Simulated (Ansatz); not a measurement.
hcp Cd, treated with r²SCAN+rVV10 in Ansatz (plane waves, PAW).

Run with plane-wave cutoff 560 eV, 24×24×10 k mesh (along the axes of the cell as run), Fermi–Dirac smearing 0.05 eV, scalar-relativistic PAW data made under PBE.

Energies at three volumes about the minimum:

| V (Å³/atom) | E − E_lowest (meV/atom) |
|---|---|
| 20.899 | 1.48 |
| 21.325 | 0.00 |
| 21.752 | 1.33 |

Problem. Fit a parabola by hand: where is the minimum, and what is the bulk modulus?

Solution. Slopes: (0.00 − 1.48)/(21.325 − 20.899) = -3.474 and (1.33 − 0.00)/(21.752 − 21.325) = 3.115 meV/Å³. Curvature E″ = 2 × (3.115 − (-3.474))/(21.752 − 20.899) = 15.449 meV/Å⁶. From the middle of the first interval, the slope vanishes at V0 = 21.1120 − (-3.474)/15.449 = 21.337 Å³/atom. B = V0 E″ = 21.337 × 15.449 meV/Å³ × 0.1602 GPa per meV/Å³ = 52.8 GPa. The full Birch–Murnaghan fit to all volumes gives V0 = 21.326 Å³/atom and B0 = 52.1 GPa.

Shape and atoms are relaxed at each volume.

Measured, for comparison: bulk modulus 53.8 GPa (zero-point energy and finite temperature contributions removed, our sources range from 50.7 to 53.8; as tabulated in doi:10.1021/acs.jctc.3c00612). Computed (rounded) less measured: bulk modulus -3 % (inside the range of the sources held).

Note: the bulk modulus comes from volumes at which shape and atoms were relaxed.

Ansatz is an electronic-structure program.
